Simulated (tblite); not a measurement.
# CH2FO: the cost of one run

Computed with tblite 0.8.0 and PySCF 2.14.0; each step states its level. No surroundings beyond the atoms listed, unless a continuum is named. Atoms count from 0, parts from 1.

### Step 1. Starting point

5 atoms, charge -1, multiplicity 1; geometry: rigid parts in contact. Parts: 1 = atoms 0–3, `C=O`, charge 0; 2 = atom 4, `[F-]`, charge -1.

### Step 2. Bringing the parts together with GFN2-xTB

The job: settings as JSON, then the geometry in Å.

```
{"job": {"kind": "dock", "xc": "GFN2-xTB", "basis": "xTB"}, "charge": -1, "multiplicity": 1, "parts": [{"atoms": "0-3", "charge": 0, "multiplicity": 1}, {"atoms": "4-4", "charge": -1, "multiplicity": 1}]}
C      0.000820     0.000028    -0.000186
O      1.158778    -0.135101    -0.249053
H     -0.686654    -0.853440     0.125134
H     -0.472943     0.988513     0.124105
F     -1.033615     0.122796     2.499850
```

With the program's defaults for keys left out, this is: GFN2-xTB search for minima from random contacts, gas phase.

On the command line:

```bash
$ OMP_NUM_THREADS=1 python cluster_run.py task.json out
```

One launch serves the whole session: the jobs run in the order shown.

Q: Estimate the wall time of this first job on 1 thread of Arm Neoverse N1, shared host.

About 7 s.
